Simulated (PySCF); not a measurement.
**How methods differ on the electron affinity of C**

C⁻ [He] 2s2 2p3 (4S) → C [He] 2s2 2p2 (3P), as a difference of total energies. Computed with PySCF 2.14 in aug-cc-pVTZ, with the non-relativistic Hamiltonian (point nucleus). Correlated levels: valence: 1s2 frozen. The calculations carry no spin-orbit coupling.

```tsv
method	electron affinity (eV)
UHF	0.453
MP2 (valence)	1.265
SCS-MP2 (valence)	0.975
CCSD (valence)	1.148
CCSD(T) (valence)	1.218
```

Errors of the correlated levels include the incompleteness of this basis and the frozen core.

**Question.** Which method comes closest to the reference value, and which is furthest?

**Answer.** The reference is 1.262 eV (measured; photodetachment measurements, as compiled on the Wikipedia data page of electron affinities). Closest: MP2 (valence) (error 0.003 eV); furthest: UHF (error -0.809 eV).
